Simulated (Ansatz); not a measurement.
# BSiHO (quintet): from Hartree-Fock to the top rungs, def2-QZVPP

One table from this session's results is given with a row withheld; the runs are named, their logs left out.

Program: Ansatz 0.2.0, Gaussian basis. Level of theory: def2-QZVPP, core rule «outside noble gas», up to 7 orbitals frozen. These are calculated values, not measurements.

The runs, in order: UHF; ROHF; CCSD(T) on UHF.

2 further runs of the same task are left out: 2 set aside as unsound or not needed.

### The geometry

The geometry is a PBE0/def2-TZVP stationary point (not a proven minimum) of the parent state, kept for this charge and spin.

4 atoms, charge 0, spin multiplicity 5.

Atoms are counted from 1 here; the program's logs count them from 0.

Bond lengths: O1–B2 1.283 Å, O1–Si3 1.900 Å, B2–Si3 2.089 Å, B2–H4 1.185 Å. Angles: B2–O1–Si3 79.4°, O1–B2–Si3 63.4°, O1–B2–H4 146.8°, Si3–B2–H4 149.8°, O1–Si3–B2 37.1°.

Set-up of the first run:

Contents of in.yaml:

```yaml
crystal:
  periodic: [false, false, false]
  atoms:
    - {symbol: O, position_ang: [0.000000, -0.676845, 0.785054]}
    - {symbol: B, position_ang: [0.000000, 0.567200, 1.099112]}
    - {symbol: Si, position_ang: [0.000000, 0.118108, -0.941049]}
    - {symbol: H, position_ang: [0.000000, 1.369113, 1.971283]}
basis:
  gaussian: {orbitals: "def2-QZVPP.json"}
magnetization: {spin_polarized: true, initial_magnetization: 4}
hamiltonian: {xc: hf}
output: {orbitals: {seedname: orbitals}}
```

Command:

```bash
$ ansatz run in.yaml --threads 1 --pin off --events-out ev --progress --plain --max-ram 2393MiB
```

Among the steps run: UHF; ROHF; CCSD(T) on UHF.

One table of the session follows, with a row left open; its other results are not shown here.

```
  method  from UCCSD(T) (kJ/mol)
    ROHF                 +1140.7
     UHF                 +1119.9
    UMP2                       ?
   UCCSD                   +51.1
UCCSD(T)                       0
```

Q: Estimate the row for UMP2 from the others.

As computed: from UCCSD(T) (kJ/mol): +90.4. In the column «from UCCSD(T) (kJ/mol)» it lies between UCCSD (+51.1) and UHF (+1119.9).
